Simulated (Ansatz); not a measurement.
# CH3F2NS: up Jacob's ladder to CCSD(T)

An exercise on one series of results from a longer session: the logs are not shown, and one member is left open.

Program: Ansatz 0.2.0, Gaussian basis. Level of theory: functionals in def2-TZVPP, the program's frozen cores in correlated methods. These are calculated values, not measurements.

Levels to be run: LDA (SPW92), PBE-D4, revPBE-D4, BLYP-D4, r2SCAN-D4, B97M-V, PBE0-D4, B3LYP-D4, r2SCANh-D4, r2SCAN0-D4, HSE06-D4, BHLYP-D4, CAM-B3LYP-D4, LC-ωPBE, ωB97X-V, ωB97M-V, B2PLYP, PBE-QIDH; CCSD(T)/def2-SVP; CCSD(T)/def2-TZVPP; MP2/def2-QZVPP; extrapolation to the limit; RPA on PBE.

### The geometry

An earlier PBE0-D4 in a triple-zeta def2 set relaxation fixed the geometry.

SMILES `NC(F)(F)S`, 8 atoms, charge 0, spin multiplicity 1.

Atoms are counted from 1 here; the program's logs count them from 0.

Bond lengths: N1–C2 1.405 Å, N1–H6 1.011 Å, N1–H7 1.011 Å, C2–F3 1.350 Å, C2–F4 1.350 Å, C2–S5 1.829 Å, S5–H8 1.344 Å. Angles: C2–N1–H6 111.6°, C2–N1–H7 111.6°, H6–N1–H7 110.7°, N1–C2–F3 108.8°, N1–C2–F4 108.8°, N1–C2–S5 113.4°, F3–C2–F4 107.0°, F3–C2–S5 109.4°, F4–C2–S5 109.4°, C2–S5–H8 95.7°.

Coordinates:

```
N     0.8619    0.5971   -0.7375
C    -0.2916    0.0127   -0.1868
F    -1.2400    0.9644   -0.0551
F    -0.7696   -0.9049   -1.0540
S     0.0003   -0.7803    1.4348
H     1.2191    1.3388   -0.1514
H     1.5783   -0.0925   -0.9177
H    -1.2662   -1.1925    1.6120
```

The first run:

in.yaml

```yaml
crystal:
  periodic: [false, false, false]
  atoms:
    - {symbol: N, position_ang: [0.861878, 0.597094, -0.737492]}
    - {symbol: C, position_ang: [-0.291622, 0.012672, -0.186803]}
    - {symbol: F, position_ang: [-1.240004, 0.964363, -0.055122]}
    - {symbol: F, position_ang: [-0.769593, -0.904899, -1.054030]}
    - {symbol: S, position_ang: [0.000309, -0.780278, 1.434797]}
    - {symbol: H, position_ang: [1.219079, 1.338781, -0.151352]}
    - {symbol: H, position_ang: [1.578264, -0.092526, -0.917676]}
    - {symbol: H, position_ang: [-1.266211, -1.192507, 1.611977]}
basis:
  gaussian: {orbitals: def2-TZVPP}
hamiltonian: {xc: lda}
output: {orbitals: {seedname: orbitals}}
```

Launch:

```sh
$ ansatz run in.yaml --threads 2 --pin off --events-out ev --progress --plain --max-ram 4352MiB
```

Among the steps run: LDA; PBE-D4 (GGA); revPBE-D4 (GGA); BLYP-D4 (GGA); r2SCAN-D4 (meta-GGA); B97M-V (meta-GGA); PBE0-D4 (hybrid); B3LYP-D4 (hybrid); r2SCANh-D4 (hybrid); r2SCAN0-D4 (hybrid); HSE06-D4 (hybrid); BHLYP-D4 (hybrid); CAM-B3LYP-D4 (range-separated); LC-ωPBE (range-separated); ωB97X-V (range-separated); ωB97M-V (range-separated); B2PLYP (double hybrid); PBE-QIDH (double hybrid).

One table of the session follows, with a row left open; its other results are not shown here.

It belongs to the step «Frontier levels by functional». 

| functional | HOMO (eV) | gap (eV) |
| --- | --- | --- |
| LDA (SPW92) | -6.50 | 5.28 |
| PBE-D4 | -6.34 | 5.34 |
| revPBE-D4 | -6.27 | 5.37 |
| BLYP-D4 | -6.20 | 5.25 |
| r2SCAN-D4 | -6.65 | 5.94 |
| B97M-V | -6.74 | 5.98 |
| PBE0-D4 | -7.70 | 7.66 |
| B3LYP-D4 | -7.46 | 7.10 |
| r2SCANh-D4 | -7.15 | 6.79 |
| r2SCAN0-D4 | -7.90 | 8.06 |
| HSE06-D4 | -7.29 | 6.87 |
| BHLYP-D4 | -8.93 | 9.76 |
| CAM-B3LYP-D4 | -9.12 | 10.07 |
| LC-ωPBE | -10.57 | 12.82 |
| ωB97X-V | ? | ? |
| ωB97M-V | -9.99 | 11.79 |

**Question.** Estimate the row for ωB97X-V.

The run gave: HOMO (eV): -10.17; gap (eV): 12.25. In the column «HOMO (eV)» it lies between LC-ωPBE (-10.57) and ωB97M-V (-9.99).
